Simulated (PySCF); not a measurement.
## How methods differ on the ionisation energy of S

S [Ne] 3s2 3p4 (3P) → S⁺ [Ne] 3s2 3p3 (4S), as a difference of total energies. Calculation: PySCF 2.14, in cc-pV(D+d)Z (4s3p2d, 23 functions); no relativity, point nucleus. Correlated levels: valence: [Ne] frozen. The calculations carry no spin-orbit coupling.

```json
{"method": "UHF", "ionisation energy (eV)": "9.203"}
{"method": "B3LYP", "ionisation energy (eV)": "10.489"}
{"method": "M06-2X", "ionisation energy (eV)": "10.381"}
{"method": "MP2 (valence)", "ionisation energy (eV)": "9.627"}
{"method": "SCS-MP2 (valence)", "ionisation energy (eV)": "9.659"}
{"method": "CCSD (valence)", "ionisation energy (eV)": "9.633"}
{"method": "CCSD(T) (valence)", "ionisation energy (eV)": "9.641"}
```

Errors of the correlated levels include the incompleteness of this basis and the frozen core.

Q: Which method comes closest to the reference value, and which is furthest?

A: The reference is 10.336 eV (measured; NIST levels, between the centres of gravity of the two terms). Closest: M06-2X (error 0.045 eV); furthest: UHF (error -1.133 eV).
